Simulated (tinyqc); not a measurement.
Inside a calculation. Method: CIS on RHF in the sto-6g basis, frozen core, for H2F+, spin multiplicity 1. One step of it, computed by the program tinyqc.

Task: CIS matrix, singlets. A(ia,jb) = (e_a - e_i) d_ij d_ab + 2 (ia|jb) - (ij|ab).

orbital energies (hartree): MO1 -26.867823, MO2 -1.953959, MO3 -1.060964, MO4 -0.982820, MO5 -0.973467, MO6 -0.129610, MO7 0.019014

Two-electron integrals over orbitals (pq|rs), unique and non-zero (hartree); the lowest 1 orbital is frozen and left out:
```
p,q,r,s,(pq|rs)
2,2,2,2,0.866504
3,2,2,2,-0.000368
3,2,3,2,0.149753
3,3,2,2,0.740728
3,3,3,2,-0.002412
3,3,3,3,0.703174
4,2,2,2,-0.012250
4,2,3,2,0.001429
4,2,3,3,-0.007989
4,2,4,2,0.164370
4,3,2,2,0.005673
4,3,3,2,0.008640
4,3,3,3,0.006201
4,3,4,2,-0.005880
4,3,4,3,0.048085
4,4,2,2,0.817828
4,4,3,2,-0.007815
4,4,3,3,0.690875
4,4,4,2,-0.077118
4,4,4,3,0.005720
4,4,4,4,0.860603
5,2,5,2,0.185934
5,3,5,2,-0.003723
5,3,5,3,0.037005
5,4,5,2,-0.027549
5,4,5,3,0.001161
5,4,5,4,0.050706
5,5,2,2,0.889516
5,5,3,2,-0.005963
5,5,3,3,0.729011
5,5,4,2,-0.048371
5,5,4,3,0.006724
5,5,4,4,0.823466
5,5,5,5,0.998085
6,2,2,2,-0.126869
6,2,3,2,0.008743
6,2,3,3,-0.077657
6,2,4,2,-0.049343
6,2,4,3,-0.001869
6,2,4,4,-0.088920
6,2,5,5,-0.130265
6,2,6,2,0.063819
6,3,2,2,0.025896
6,3,3,2,0.023106
6,3,3,3,0.023210
6,3,4,2,-0.006093
6,3,4,3,0.019995
6,3,4,4,0.018194
6,3,5,5,0.026663
6,3,6,2,-0.008157
6,3,6,3,0.072736
6,4,2,2,-0.162781
6,4,3,2,-0.005436
6,4,3,3,-0.093790
6,4,4,2,0.009669
6,4,4,3,-0.005140
6,4,4,4,-0.164035
6,4,5,5,-0.165910
6,4,6,2,0.055686
6,4,6,3,-0.020371
6,4,6,4,0.086841
6,5,5,2,-0.044738
6,5,5,3,0.003349
6,5,5,4,-0.011917
6,5,6,5,0.021079
6,6,2,2,0.526803
6,6,3,2,-0.019139
6,6,3,3,0.517696
6,6,4,2,0.059290
6,6,4,3,-0.016116
6,6,4,4,0.510396
6,6,5,5,0.508522
6,6,6,2,-0.040085
6,6,6,3,-0.025285
6,6,6,4,-0.015021
6,6,6,6,0.532691
7,2,2,2,-0.023655
7,2,3,2,-0.073961
7,2,3,3,-0.009922
7,2,4,2,-0.001340
7,2,4,3,0.016849
7,2,4,4,-0.018958
7,2,5,5,-0.023556
7,2,6,2,0.002824
7,2,6,3,0.019969
7,2,6,4,0.009605
7,2,6,6,-0.007236
7,2,7,2,0.059146
7,3,2,2,-0.228728
7,3,3,2,0.012525
7,3,3,3,-0.167842
7,3,4,2,0.049336
7,3,4,3,0.000216
7,3,4,4,-0.204194
7,3,5,5,-0.242193
7,3,6,2,0.061459
7,3,6,3,-0.004775
7,3,6,4,0.094384
7,3,6,6,-0.015504
7,3,7,2,0.013517
7,3,7,3,0.167259
7,4,2,2,-0.006076
7,4,3,2,0.045913
7,4,3,3,-0.002175
7,4,4,2,-0.005404
7,4,4,3,-0.005204
7,4,4,4,-0.007976
7,4,5,5,-0.006518
7,4,6,2,0.006093
7,4,6,3,0.044487
7,4,6,4,-0.003475
7,4,6,6,-0.019532
7,4,7,2,-0.009516
7,4,7,3,0.012158
7,4,7,4,0.045550
7,5,5,2,-0.007978
7,5,5,3,-0.025440
7,5,5,4,0.000150
7,5,6,5,0.000821
7,5,7,5,0.019928
7,6,2,2,0.000617
7,6,3,2,0.080281
7,6,3,3,0.002312
7,6,4,2,0.003344
7,6,4,3,0.051307
7,6,4,4,-0.008013
7,6,5,5,-0.002046
7,6,6,2,-0.001078
7,6,6,3,0.087394
7,6,6,4,-0.015089
7,6,6,6,-0.044928
7,6,7,2,0.001173
7,6,7,3,0.021250
7,6,7,4,0.057542
7,6,7,6,0.156804
7,7,2,2,0.587412
7,7,3,2,0.025196
7,7,3,3,0.585366
7,7,4,2,0.006017
7,7,4,3,0.013909
7,7,4,4,0.562339
7,7,5,5,0.575290
7,7,6,2,-0.037977
7,7,6,3,0.033404
7,7,6,4,-0.036043
7,7,6,6,0.501559
7,7,7,2,-0.007442
7,7,7,3,-0.061545
7,7,7,4,0.017186
7,7,7,6,0.042554
7,7,7,7,0.563233
```

Give: CIS matrix A, singlet.

Result:

CIS matrix A, singlet (hartree):
```
,2>6,2>7,3>6,3>7,4>6,4>7,5>6,5>7
2>6,1.4252,0.0050,0.0028,0.0426,0.0521,0.0088,0.0000,0.0000
2>7,0.0050,1.5039,-0.0403,0.0018,0.0159,-0.0250,0.0000,0.0000
3>6,0.0028,-0.0403,0.5591,-0.0119,-0.0246,0.0377,0.0000,0.0000
3>7,0.0426,0.0018,-0.0119,0.8291,0.1375,0.0104,0.0000,0.0000
4>6,0.0521,0.0159,-0.0246,0.1375,0.5165,0.0011,0.0000,0.0000
4>7,0.0088,-0.0250,0.0377,0.0104,0.0011,0.5306,0.0000,0.0000
5>6,0.0000,0.0000,0.0000,0.0000,0.0000,0.0000,0.3775,0.0037
5>7,0.0000,0.0000,0.0000,0.0000,0.0000,0.0000,0.0037,0.4570
```
